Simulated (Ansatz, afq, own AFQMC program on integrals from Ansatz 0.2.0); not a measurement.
Two steps: Ansatz 0.2.0 writes the Fock matrix and Cholesky factors of the valence space, and afq projects on them the lowest state that overlaps trial and start.

```yaml
crystal:
  periodic: [false, false, false]
  atoms:
    - {symbol: B, position_ang: [0.000000, -0.020666, 0.098508]}
    - {symbol: H, position_ang: [0.000000, 0.980777, -1.373060]}
    - {symbol: H, position_ang: [0.000000, -0.020666, 1.272722]}
    - {symbol: H, position_ang: [0.000000, -0.738450, -0.956238]}
basis:
  gaussian: {orbitals: cc-pVDZ}
total_charge: 1
magnetization: {spin_polarized: true, initial_magnetization: 1}
correlation: {method: ccsd_t, electrons: outside_noble_gas, hamiltonian_folder: ham}
```

```sh
$ ansatz run in.yaml --threads 1 --pin off --events-out ev --progress --plain --max-ram 1382MiB
```

Options of the walk:

```
--method phaseless --trial hf --walkers 160 --populations 1 --least-time 40 --time-step 0.01 --steps-per-block 10 --equilibration-blocks 30 --max-blocks 400 --target-error 0.00108 --factor-cut 0.001 --start determinant --seed 2439 --taylor-order 6
```

Times are imaginary, in 1/Eh. The walk had a cap of 213 s.

afq prints:

```
orbitals 28  electrons 3 2  factors 141 of 262
reference energy -25.95859604 Eh
CCSD correlation -0.08555047 Eh in 12 cycles, weight of the determinant in the CISD state 0.9431
energy of the start -25.958596 Eh
 block  time / (1/Eh)  mean weight  energy / Eh
     1     0.100  1.0006  -25.973683
     2     0.200  1.0004  -25.986150
     3     0.300  1.0008  -25.995094
     4     0.400  1.0015  -26.001087
     5     0.500  1.0015  -26.009487
    10     1.000  1.0016  -26.028826
    51     5.100  1.0000  -26.048729
   101    10.100  0.9998  -26.040753
   141    14.100  0.9987  -26.036880
   151    15.100  1.0004  -26.057929
   201    20.100  1.0010  -26.054763
   251    25.100  1.0016  -26.050530
   301    30.100  1.0000  -26.050295
   351    35.100  1.0010  -26.050242
   401    40.100  1.0003  -26.053013
   421    42.100  1.0006  -26.045533
blocks merged  error / Eh  count
     1  0.000277  400
     2  0.000372  200
     4  0.000482  100
     8  0.000629  50
    16  0.000764  25
    32  0.000606  12
energy -26.048149 +/- 0.000764 Eh
(rows thinned)
```

The run passed its tests (sampling time, drift between the halves within three errors, error under three times the target), which doesn't prove that it has relaxed.

Against this walk (error 20.8 meV) on the same determinant: CCSD(T) 73.7 meV higher, CCSDT(Q) 59.1 meV higher, full CI 58.9 meV higher, a separate phaseless walk with a CISD trial and standard settings 63.6 ± 21.0 meV higher. The error is statistical and leaves out the bias of the constraint.

Cautions: constraint bias not in the error; the coarse factor cut changes the integrals a little; the time-step error isn't removed.

The walk took 84 s on 1 thread of Arm Neoverse N1, on a shared host. The log's last line is the phaseless energy.

CCSDT and higher add their correlation energy to the determinant of the CCSD(T) run, since their own runs factorise the integrals more tightly (a shift of under 2 meV). A walk keeps the symmetry of its determinant, which the program's search chose and which needn't be the lowest solution, so a lower state of the same spin and another symmetry isn't excluded.
